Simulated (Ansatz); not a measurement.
# PHF2 (triplet): wave-function methods side by side, cc-pVDZ

An exercise on one series of results from a longer session: the logs are not shown, and one member is left open.

The runs use Ansatz 0.2.0, Gaussian basis; cc-pVDZ, core rule «outside noble gas», up to 7 orbitals frozen.

Plan: UHF; CCSD(T) on ROHF; CCSD(T) on UHF; BCCD(T) on ROHF; CISD as a restricted active space (open shells left free, so some higher excitations enter); CCSDT(Q) on ROHF; CCSDT(Q) on UHF.

12 further runs of the same task are left out: 6 for a known fault of the program, 6 set aside as unsound or not needed. Runs told in other sessions of the task aren't counted.

## What is computed

The geometry is a PBE0/def2-TZVP stationary point (not a proven minimum).

4 atoms, charge 0, spin multiplicity 3.

Atoms are counted from 1 here; the program's logs count them from 0.

Bond lengths: F1–P2 1.632 Å, P2–F3 1.632 Å, P2–H4 1.402 Å. Angles: F1–P2–F3 164.9°, F1–P2–H4 97.6°, F3–P2–H4 97.6°.

The first run:

Contents of in.yaml:

```yaml
crystal:
  periodic: [false, false, false]
  atoms:
    - {symbol: F, position_ang: [0.000000, -0.118388, 1.617771]}
    - {symbol: P, position_ang: [0.000000, 0.096465, 0.000000]}
    - {symbol: F, position_ang: [0.000000, -0.118388, -1.617771]}
    - {symbol: H, position_ang: [0.000000, 1.498583, 0.000000]}
basis:
  gaussian: {orbitals: cc-pVDZ}
magnetization: {spin_polarized: true, initial_magnetization: 2}
hamiltonian: {xc: hf}
output: {orbitals: {seedname: orbitals}}
```

Started as:

```
$ ansatz run in.yaml --threads 1 --pin off --events-out ev --progress --plain --max-ram 2816MiB --backend cpu
```

Steps of the session up to this table: UHF; CCSD(T) on ROHF; CCSD(T) on UHF; BCCD(T) on ROHF; CISD as a restricted active space (open shells left free, so some higher excitations enter); CCSDT(Q) on ROHF; CCSDT(Q) on UHF.

One of the session's tables, all rows but one given; the rest of the session is left out.

```
   method  from UCCSDT(Q) (meV)
     ROHF              +13784.9
      UHF              +13641.9
     RMP2                +742.7
     UMP2                +763.1
     CISD               +1571.6
    RCCSD                +315.7
    UCCSD                     ?
 RCCSD(T)                 +54.8
 UCCSD(T)                 +55.9
  BCCD(T)                 +49.0
   RCCSDT                 +31.8
   UCCSDT                 +31.5
RCCSDT(Q)                  +5.0
UCCSDT(Q)                     0
```

**Question.** Estimate the row for UCCSD.

**Answer.** from UCCSDT(Q) (meV): +312.2. In the column «from UCCSDT(Q) (meV)» it lies between UCCSD(T) (+55.9) and RCCSD (+315.7).

Caveats from the session: Restricted and unrestricted rows rest on different reference determinants; a gap between their highest levels can come from leftover correlation error, from unlike frozen cores or from another state.
